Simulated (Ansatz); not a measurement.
Input for Ansatz (development build ahead of 0.2.0):

```yaml
crystal:
  periodic: [false, false, false]
  atoms:
    - { symbol: Si, position_ang: [0.0, 0.0, 0.0] }
    - { symbol: C, position_ang: [0.0, 2.3466, 1.3548] }
    - { symbol: C, position_ang: [0.0, -2.3466, 1.3548] }
basis:
  gaussian: { orbitals: pcseg-2 }
total_charge: 1
magnetization:
  spin_polarized: true
  initial_magnetization: 1
hamiltonian:
  xc: pbe0
```

The input is written out in the form of the current development build from the run's settings.

Results

```yaml
Converged: yes
Total_energy: -364.64314 hartree
Spin_squared_of_the_determinant: 2.451
Stability_test: minimum
```

Caution: the unrestricted determinant is a mixture of spin states.
